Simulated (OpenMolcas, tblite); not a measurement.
## AlSiNH8 (SMILES [AlH3-][NH2+][SiH3]): the vertical ionisation energy, rung by rung

AlSiNH8: 11 atoms, total charge 0, spin state singlet. As SMILES, `[AlH3-][NH2+][SiH3]`. Geometry: relaxed at PBE0-D4/def2-TZVP.

Each level gives the vertical ionisation energy (to the doublet cation) (eV). The values are calculated.

| level | kind | program | value (eV) | less CCSD(T)/def2-SVP |
| --- | --- | --- | --- | --- |
| GFN1-xTB | semi-empirical | tblite | 14.11 | +4.18 |
| HF/def2-SVP | Hartree–Fock | OpenMolcas | 9.41 | -0.52 |
| SVWN5/def2-SVP | LDA | OpenMolcas | 9.35 | -0.58 |
| PBE/def2-SVP | GGA | OpenMolcas | 9.44 | -0.49 |
| revPBE/def2-SVP | GGA | OpenMolcas | 9.32 | -0.61 |
| M06-L/def2-SVP | meta-GGA | OpenMolcas | 9.72 | -0.21 |
| M06-2X/def2-SVP | hybrid meta-GGA | OpenMolcas | 9.87 | -0.06 |
| CCSD(T)/def2-SVP, open shells restricted | coupled cluster or CI | OpenMolcas | 9.93 | 0.00 |

Differences are taken from CCSD(T)/def2-SVP, open shells restricted for orientation; it has basis-set and higher-order errors of its own. The values span 9.32 to 14.11 eV. The xTB values lack the empirical shift that such differences need.
